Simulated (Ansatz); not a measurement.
Which method gave which barrier?

Saddle point of SiH$_{2}$ClF, closed shell (SiHCl ([SiH][Cl]) + HF → SiH₂ClF ([F][SiH2][Cl]); bonds formed: Si1–H3, Si1–F4; bonds broken: H3–F4), PBE0-D4/def2-TZVP structure:

| atom | x (Å) | y (Å) | z (Å) |
| --- | --- | --- | --- |
| Si1 | -0.2905 | -0.3488 | 0.3409 |
| Cl2 | 1.3659 | -1.5252 | 0.0341 |
| H3 | -1.0484 | 0.3858 | -0.9523 |
| F4 | -0.1249 | 1.0692 | -0.9868 |
| H5 | 0.0978 | 0.4190 | 1.5639 |

Ansatz 0.2.0; basis: def2-TZVPP, with def2-QZVPP for the basis limit; cores frozen in the correlated methods. Extrapolation: Hartree–Fock as exp(−7.88 √X), correlation as X^−2.97. Four methods, as single points on the PBE0-D4 structures, gave these electronic barriers from the start structure: 0.525, 0.607, 0.773, 1.235 eV.

**Question.** The methods were, in alphabetical order, BLYP-D4, CCSD(T), HF, PBE0-D4. Which gave which? (Judge from chemistry; the calculation decides.)

**Answer.** Computed: BLYP-D4 0.525; PBE0-D4 0.607; CCSD(T) 0.773; HF 1.235 eV. For comparison, CCSD(T) at an estimated basis limit (MP2 extrapolated from triple and quadruple zeta, plus CCSD(T) − MP2 in triple zeta) gives 0.744 eV.

No T1 diagnostic of these runs exceeds 0.015. The restricted Hartree–Fock reference is unstable towards an unrestricted one at one or more of these structures.

Losses and insertions of silylenes and their heavier kin drive the gas-phase chemistry of silicon and germanium vapour deposition.

Labels in which every atom is bracketed show which atoms are joined, not bond orders.

For scale, one of the runs: CCSD(T)/def2-TZVPP, 143 basis functions, launched by `ansatz run in.yaml --threads 2 --pin off --events-out ev --progress --plain --max-ram 4352MiB`. Hardware: 2 CPU threads, shared host. Wall time 11 s; peak host memory 0.79 GiB.
